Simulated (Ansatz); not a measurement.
C$_{2}$H$_{3}$N, singlet: the ladder up to RCCSDTQ

Geometry: MP2(full)/6-31G*, from the G2/97 set.

```xyz
6

C     0.0000    0.0000   -1.3002
C     0.0000    0.0000    0.1606
N     0.0000    0.0000    1.3389
H     0.0000    1.0250   -1.6756
H     0.8877   -0.5125   -1.6756
H    -0.8877   -0.5125   -1.6756
```

Basis cc-pVDZ; Ansatz 0.2.0. Only valence electrons are correlated (noble-gas cores frozen), which leaves 16 electrons in 54 orbitals. Prefix R: restricted or restricted open-shell reference.

Full CI isn't at hand for all of this; RCCSDTQ serves as the reference, and is uncertain by about the last step of the cluster series.

* UHF ⟨S²⟩: 0.000
* T1 diagnostic (RCCSD): 0.0124
* largest doubles amplitude (RCCSD): 0.065

| level | E − E(RHF) (eV) |
| --- | --- |
| RMP2 | -11.6464 |
| RCCSD | -12.2040 |
| RCCSD(T) | -12.6700 |

Q: Estimate how far RCCSDTQ in cc-pVDZ lies from RCCSD(T). The table doesn't fix it; the size of (T) and the diagnostics are the guide.

A: RCCSDTQ in cc-pVDZ lies 5.0 kJ/mol below RCCSD(T), which is 11 % of the (T) step (-45.0 kJ/mol). The diagnostics are small and the rest is a small part of (T), but (T) is large here. The miss exceeds 1 kcal/mol.

The other levels:

```csv
level,E − E(RCCSDTQ) (kJ/mol),share of correlation (%),wall time
RCCSDT,4.1,99.67,–
RCCSDT(Q),-0.7,100.06,2.1 s (H100)
```

The correlation energy at RCCSDTQ, counted from RHF, is -12.722 eV. That run took 3.7 min on 2 threads of AMD EPYC 7R13 with a shared H100 80 GB, shared host.

Times hold each run's SCF and search for its determinant on a shared host, so for small cases they say little of a method's own cost; rows without a card ran on 1 thread of AMD EPYC 7R13.

Atomization energy (electronic, same basis, no zero-point term; atoms at the same level, unrestricted beside the R rows where the molecule is a closed shell, with restricted open-shell steps beyond CCSDT(Q)) at RCCSDTQ: 2373.1 kJ/mol. Errors of other levels:

| level | error (kJ/mol) |
| --- | --- |
| RHF | -608.2 |
| RMP2 | 57.9 |
| RCCSD | -41.3 |
| RCCSD(T) | -2.9 |
| RCCSDT | -4.0 |
| RCCSDT(Q) | 0.7 |

This basis is far from its limit, so the value isn't to be set against a measured one.
